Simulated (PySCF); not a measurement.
## Telling isomers of C₅H₆O apart by NMR

Computed data (PySCF): PBE0/pcSseg-1 with gauge-including orbitals, J couplings at B3LYP/pcJ-1 (spin–dipole term left out of most H,H and C,H couplings), structure optimised with GFN2-xTB. No relativistic terms, no solvent model, equivalent nuclei averaged, a single conformation.

δ = σ(ref) − σ, references computed at the same level: ¹H (σ = 31.72 ppm) and ¹³C (σ = 186.93 ppm) vs TMS. Multiplet labels drop J under 1 Hz and among equivalent protons, and merge close values. Unscaled 3J(H,H) run several per cent high. Vicinal couplings that depend on rotamer populations or ring flexing (ring, CH–CH, X–H and H–F types) are those of the one conformer. Shifts are as computed. Against solution values, carbons near 30 ppm lie about +3 ppm off and those near 130 ppm about +5 ppm. Of 1211 compounds with measured shifts, 218 miss one by over three times the rms of a fit or turn the order of signals round; such compounds aren't used in these exercises. OH and NH positions are gas-phase values without hydrogen bonding to other molecules.

(1) Tabulate the signals of `C#C[C@H](C)C=O`, `OCC=C1C=C1` and their relative energies.

(2) What is the quickest way to tell C#C[C@H](C)C=O from OCC=C1C=C1?

Answers

(1) 
```json
{"SMILES": "C#C[C@H](C)C=O", "carbon types": "1×C 3×CH 1×CH3", "δC": "200.4, 85.1, 82.7, 41.0, 17.6", "δH": "9.46 (d, 1H), 3.06 (qdd, 1H), 1.88 (d, 1H), 1.41 (d, 3H)", "E rel. (kcal/mol)": "0.0"}
{"SMILES": "OCC=C1C=C1", "carbon types": "1×C 3×CH 1×CH2", "δC": "142.7, 142.6, 118.6, 85.9, 69.7", "δH": "8.34 (t, 1H), 8.23 (t, 1H), 4.88 (tt, 1H), 4.50 (d, 2H), -0.17 (br s, 1H)", "E rel. (kcal/mol)": "28.3"}
```

Energies are electronic energies at PBE0/pcSseg-1 on these geometries, without zero-point or thermal terms, each for the one conformer computed, which needn't be the lowest.

(2) Both give the same number of carbon signals, but DEPT or the intensities differ. The first has a methyl carbon (CH3) at 17.6 ppm, the second an allylic sp3 CH2 bonded to O at 69.7 ppm. Their most deshielded carbons lie at 200.4 and 142.7 ppm. In the proton spectra the most deshielded non-exchanging signals are 9.46 (d, J = 6.0 Hz, 1H) and 8.34 (t, J = 1.9 Hz, 1H).
